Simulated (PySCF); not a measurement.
The dipole of `C(CF)CC` (1-fluorobutane) from its density and from atomic charges.

Coordinates (GFN2-xTB, dihedral held, Å) and charges (e) from the PBE0/pcSseg-1 density (PySCF):

```tsv
atom	x	y	z	Mulliken	IAO	Hirshfeld	ESP-fitted
C1	-1.954	-0.052	-0.089	-0.2907	-0.4142	-0.1173	-0.2838
C2	-0.553	-0.217	0.487	-0.2682	-0.2530	-0.0663	+0.1672
C3	0.539	0.176	-0.524	-0.2820	-0.2754	-0.0740	-0.1607
C4	1.414	1.316	-0.023	+0.1493	+0.0488	+0.0254	+0.1285
F5	0.667	2.456	0.163	-0.3455	-0.3349	-0.1236	-0.2458
H6	-2.088	-0.684	-0.964	+0.1100	+0.1339	+0.0372	+0.0624
H7	-2.121	0.983	-0.379	+0.1189	+0.1420	+0.0398	+0.0807
H8	-2.703	-0.326	0.650	+0.1133	+0.1400	+0.0402	+0.0633
H9	-0.467	0.413	1.373	+0.1265	+0.1342	+0.0347	+0.0014
H10	-0.411	-1.251	0.805	+0.1161	+0.1320	+0.0358	-0.0165
H11	1.193	-0.668	-0.743	+0.1195	+0.1412	+0.0444	+0.0448
H12	0.073	0.490	-1.460	+0.1260	+0.1384	+0.0400	+0.0721
H13	2.194	1.572	-0.748	+0.1058	+0.1355	+0.0426	+0.0485
H14	1.868	1.080	0.946	+0.1010	+0.1316	+0.0409	+0.0379
```

Problem. Form Σ q r in debye for every column and set it beside the full dipole.

Solution. The full density gives (0.78, -1.58, -0.25) D, 1.78 D in size; dipole vectors point from the negative to the positive end.

```
    scheme    μx     μy     μz  size (D)  share of the full size (%)  angle to the full dipole (°)
  Mulliken  1.07  -2.21  -0.40      2.48                         139                             1
       IAO  1.40  -2.45  -0.40      2.85                         160                             3
 Hirshfeld  0.50  -0.92  -0.18      1.06                          59                             3
ESP-fitted  0.78  -1.56  -0.25      1.76                          99                             0
```

Problem. Which set comes closest?

Solution. Length of the difference vector: ESP-fitted 0.02 D, Mulliken 0.70 D, Hirshfeld 0.73 D, IAO 1.07 D. Closest: ESP-fitted. ESP charges are fitted to the potential around the molecule, whose slowest-falling term is the dipole's. The schemes that divide the density aren't constrained to reproduce the dipole.

Problem. What is left for the Hirshfeld atoms' own dipoles?

Solution. The shares of the density sum to the whole, so what Σ q r misses lies in dipoles about the nuclei. The atomic dipoles sum to (0.78, -1.58, -0.25) − (0.50, -0.92, -0.18) = (0.28, -0.66, -0.07) D, 0.73 D in size.

Problem. With the origin at the mean of the coordinates, (-0.168, 0.378, -0.036) Å, which are the largest single terms, by size, of the IAO dipole along the direction of the full one?

Solution. F5 +2.42, H11 +1.10, H7 -0.92, C1 +0.79, H10 +0.77 D; all 14 atoms together +2.84 D. The single terms depend on the origin, their sum doesn't.

Problem. Give the size of the full dipole in other units.

Solution. 1.78 D = 0.702 au = 0.371 e·Å = 5.95 × 10⁻³⁰ C·m.

The geometry is a constrained GFN2-xTB structure with the dihedral C1–C2–C3–C4 held at 120°, isolated molecule; it need not be a minimum.

These values come from a run that also computed NMR shieldings. The run took 10 s wall on Arm Neoverse V2, one thread, no GPU (shared host).
